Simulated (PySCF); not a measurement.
**Frontier orbitals and the lowest excitations**

Species: PF5.
Structure used (PBE0-D3(BJ)/def2-SVP), in Å, numbered top down from 1:
```
atom  x, y, z in Å
P1     0.0005    0.0003    0.0005
F2    -0.0063   -0.0021    1.5940
F3     0.0101    0.0039   -1.5928
F4     1.5690    0.0065    0.0073
F5    -0.7947    1.3520   -0.0021
F6    -0.7786   -1.3607   -0.0070
```

The calculation used TDDFT wB97X-D/def2-SVPD, vertical, gas phase, core orbitals frozen in the response (PySCF).

Kohn–Sham orbitals with the atoms that hold most of them (Löwdin shares over 4%, at most four atoms; ? is withheld):

```csv
orbital,ε (eV),atoms
HOMO-3,-15.02,"F2 43%, F3 42%, F4 5%, F5 5%"
HOMO-2,-15.02,"F2 43%, F3 42%, F6 5%, F5 5%"
HOMO-1,-14.39,"F3 30%, F2 29%, F6 25%, F5 15%"
HOMO,-14.38,"F3 30%, F2 29%, F4 26%, F5 13%"
LUMO,1.17,?
LUMO+1,3.35,"F6 23%, F5 21%, F4 19%, P1 16%"
LUMO+2,3.37,"F4 22%, F5 21%, F6 19%, P1 16%"
```

Task: Give the leading atoms of the LUMO.

Result: P1 (bonded to 5 F) 41%; F4 (bonded to P) 13%; F5 (bonded to P) 13%; F6 (bonded to P) 13%. By element: phosphorus 41%, fluorine 39% or more.

Within 0.005 eV of a neighbour in this list lie HOMO-3/HOMO-2 (point group found: D3h); within a degenerate set the shares of single atoms can hang on how the components are chosen.

Task: How does S1 compare with the orbital gap of 15.55 eV?

Result: S1 is at 10.25 eV (f = 0.0000), 5.31 eV below the gap, made of HOMO-1/HOMO→LUMO (≥90%). 

Next come S2 at 10.26 eV (f 0.0000), HOMO-1/HOMO→LUMO (≥90%); S3 at 10.96 eV (f 0.024), HOMO-3/HOMO-2→LUMO (≥89%); S4 at 10.96 eV (f 0.025), HOMO-3/HOMO-2→LUMO (≥89%); S5 at 11.45 eV (f 0.145), HOMO-4→LUMO (90%).

Orbitals of the list HOMO-3 to LUMO+2 that lie within 0.01 eV of each other are written together with a slash and their weights summed (≥ marks a lower bound); for degenerate orbitals outside that list single weights are arbitrary.

Löwdin shares depend on the basis, the more so with diffuse functions.

Hardware: an Arm Neoverse V2 with one thread (shared host). Cost: 53 s of wall time.
